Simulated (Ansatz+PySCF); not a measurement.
The numbers below are computed, except where a source is named.
## PySCF 2.14.0 run

```python
from pyscf import gto, scf, cc

mol = gto.M(atom="""
Mg 0.000000 0.000000 2.690000
Li 0.000000 0.000000 0.000000
Si 0.000000 0.000000 -2.390000
""", basis='sto-3g', charge=-1, spin=0)
mf = scf.UHF(mol)
mf.kernel()
mycc = cc.CCSD(mf, frozen=11).run()
et = mycc.ccsd_t()
print(mf.e_tot, mycc.e_corr, et, mycc.e_tot + et)
```

The script is written out from the run's settings.

Results

```yaml
Converged: yes
Reference_energy: -489.76024 hartree
CCSD_correlation_energy: -0.11672 hartree
Triples_correction: -0.00335 hartree
Total_energy: -489.88031 hartree
Spin_squared_of_the_determinant: 0.000
```

This is not the lowest solution: another run reaches a determinant 0.67 eV lower. Caution: large amplitudes, a single reference is doubtful; no diffuse functions for an anion.
